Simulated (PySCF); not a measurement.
Gas-phase reaction: 6 HOF + 2 Al2O → 3 AlF2OH + AlOH + 2 HO2

Computed with PySCF (xtb for GFN2) and rigid-rotor harmonic-oscillator thermochemistry at 1 bar. S°(298 K) at PBE0/def2-TZVP differs from the NASA 1993 table for Al2O (+6 J/mol/K), AlOH (+24 J/mol/K); whether the harmonic model or the table's entry is off was not settled. † marks an energy on the PBE0/def2-TZVP geometry and frequencies; other levels use their own. Open shells (unrestricted): HO2 (multiplicity 2); the rest are closed-shell singlets. GFN2 has no spin-polarisation term. AlF2OH: computed as isolated molecules; such fragments, hydroxides, amides, oligomers or adducts are transient or little studied in the gas. The harmonic model lacks anharmonicity and excited electronic states, which grow with temperature; levels with a mode under 35 cm⁻¹ are left out. Soft modes under 120 cm⁻¹ make the harmonic entropy rough for Al2O, AlOH.

```tsv
level	ΔE electronic, kJ	ΔH°(298 K), kJ	ΔS°(298 K), J/K	ΔG°(600 K), kJ
BLYP/def2-TZVP†	-2574	-2570	-278	-2407
GFN2-xTB	-2521	-2512	-260	-2359
HF/def2-TZVP†	-3002	-2999	-278	-2836
r2SCAN/def2-TZVP†	-2782	-2779	-278	-2615
ωB97M-V/def2-TZVP†	-2690	-2687	-278	-2524
```
ΔH° is lowest at HF/def2-TZVP† and highest at GFN2-xTB. No reference value is set beside these.
